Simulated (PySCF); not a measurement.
## O₂ and its ions

PBE0; PySCF, spin-free X2C with a Gaussian nucleus, basis sets O x2c-SVPall. Neutral (UKS): triplet (π ↑↑), Re = 1.188 Å, ωe = 1771 cm⁻¹, De = 5.50 eV, HOMO -8.66 eV, LUMO -2.50 eV.

O₂⁺ (UKS): doublet (π ↑), Re = 1.098 Å, ωe = 2204 cm⁻¹, De = 6.80 eV to O⁺ + O. The energies at the minima are -150.15691 hartree for O2 and -149.69872 for O₂⁺.

(1) Work out the adiabatic ionisation energy, without and with harmonic zero-point energies (1 hartree = 27.2114 eV, 1 eV = 8065.5 cm⁻¹), and the change of the bond length.

States were picked by a PBE0 search and need not be the measured ground states.

Answers

(1) At PBE0: 0.45819 hartree = 12.468 eV between the minima; the zero-point term (2204.0 − 1771.0)/2 cm⁻¹ = +0.027 eV makes it 12.495 eV. Re changes by -9.0 pm against the neutral. The electron leaves a π orbital, and the shorter bond of the ion fits an antibonding orbital, or a change in how ionic the bond is.
